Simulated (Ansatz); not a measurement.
System: fcc Ag. Method: revPBE (Ansatz, a first-principles code, PAW).

Settings: plane-wave cutoff 520 eV, 24×24×24 k mesh, Fermi–Dirac smearing 0.05 eV, no spin polarisation, scalar-relativistic PAW data made under PBE.

Computed points:

| V (Å³/atom) | E − E_lowest (meV/atom) |
|---|---|
| 17.290 | 19.72 |
| 17.658 | 8.54 |
| 18.026 | 2.17 |
| 18.394 | 0.00 |
| 18.762 | 1.50 |
| 19.130 | 6.19 |
| 19.498 | 13.66 |

Fit the third-order Birch–Murnaghan equation and give B0 and B′.

V0 = 18.420 Å³/atom, B0 = 79.0 GPa, B′ = 5.9 (fit to the energies at full precision).

Measured, for comparison: bulk modulus 110 GPa (corrected for temperature and zero-point phonon effects, sources range from 104 to 111; as tabulated in Levämäki et al. (2014), arXiv:1402.3671); equilibrium volume per atom 16.76 Å³/atom (static lattice: zero-point anharmonic expansion removed; as tabulated in Mejia-Rodriguez and Trickey (2018), arXiv:1807.09216). Computed less measured: bulk modulus -28 % (-24 % to -29 % over the range), equilibrium volume per atom +9.9 %.

Computed values are for the static lattice.
